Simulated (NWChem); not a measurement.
# Electron attachment to Na (+1)

```
Na
```
Charge +1, spin multiplicity 1.

Program: NWChem.

Basis set: def2-TZVPD. −ε marks an orbital energy of the parent.

B3LYP has NWChem's definition, with VWN1-RPA local correlation.

Problem. For the vertical electron affinity, −ε(LUMO) of HF gives 4.94 eV and −ε(LUMO) of BHandHLYP gives 6.35 eV. What do −ε(LUMO) of B3LYP, −ε(LUMO) of BP86, −ε(LUMO) of PBE give?

Solution. −ε(LUMO) of B3LYP: 7.00 eV; −ε(LUMO) of BP86: 6.89 eV; −ε(LUMO) of PBE: 7.03 eV.
